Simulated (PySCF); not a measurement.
Gas-phase reaction: 4 AlH3.NH3 + 2 C4H6 (butadiene) + N2 ⇌ 4 Al(CH3)2NH2 + 2 NH2

Method: PySCF energies plus ideal-gas RRHO corrections (1 bar). † marks an energy on the PBE0/def2-TZVP geometry and frequencies; other levels use their own. MP2 freezes the core. 6-31G* has spherical d functions here. Open shells (unrestricted): NH2 (multiplicity 2); the rest are closed-shell singlets. B3LYP is the form with VWN-RPA correlation. Adducts (AlH3.NH3) have no counterpoise correction, and HF, PBE, BLYP, B3LYP and PBE0 lack dispersion. Methyl groups turn as free rotors in Al(CH3)2NH2. AlH3.NH3, Al(CH3)2NH2: computed as isolated molecules; such fragments, hydroxides, amides, oligomers or adducts are transient or little studied in the gas. MP2 isn't extrapolated to the basis-set limit; its ΔH°(298 K) is -118.6 kJ in def2-SVP and -278.2 kJ in def2-TZVPP. The harmonic model lacks anharmonicity and excited electronic states, which grow with temperature; levels with a mode under 35 cm⁻¹ are left out. Internal rotation in C4H6 (butadiene) is treated as a harmonic vibration of one conformer, which makes the entropy rough.

```json
[
 {"level": "B3LYP/6-31G*", "ΔE electronic, kJ": "-202", "ΔH°(298 K), kJ": "-162", "ΔS°(298 K), J/K": "-59", "ΔG°(2000 K), kJ": "-14"},
 {"level": "B3LYP/def2-TZVP†", "ΔE electronic, kJ": "-290", "ΔH°(298 K), kJ": "-252", "ΔS°(298 K), J/K": "-58", "ΔG°(2000 K), kJ": "-115"},
 {"level": "HF/6-31G*", "ΔE electronic, kJ": "-247", "ΔH°(298 K), kJ": "-211", "ΔS°(298 K), J/K": "-68", "ΔG°(2000 K), kJ": "-56"},
 {"level": "MP2/def2-SVP†", "ΔE electronic, kJ": "-157", "ΔH°(298 K), kJ": "-119", "ΔS°(298 K), J/K": "-58", "ΔG°(2000 K), kJ": "18"},
 {"level": "PBE/def2-TZVP†", "ΔE electronic, kJ": "-311", "ΔH°(298 K), kJ": "-273", "ΔS°(298 K), J/K": "-58", "ΔG°(2000 K), kJ": "-136"},
 {"level": "r2SCAN/def2-TZVP†", "ΔE electronic, kJ": "-374", "ΔH°(298 K), kJ": "-336", "ΔS°(298 K), J/K": "-58", "ΔG°(2000 K), kJ": "-198"},
 {"level": "ωB97M-V/def2-TZVP†", "ΔE electronic, kJ": "-317", "ΔH°(298 K), kJ": "-279", "ΔS°(298 K), J/K": "-58", "ΔG°(2000 K), kJ": "-142"},
 {"level": "ωB97X-V/def2-TZVP†", "ΔE electronic, kJ": "-313", "ΔH°(298 K), kJ": "-275", "ΔS°(298 K), J/K": "-58", "ΔG°(2000 K), kJ": "-138"}
]
```
ΔH° is lowest at r2SCAN/def2-TZVP† and highest at MP2/def2-SVP†. No reference value is set beside these.
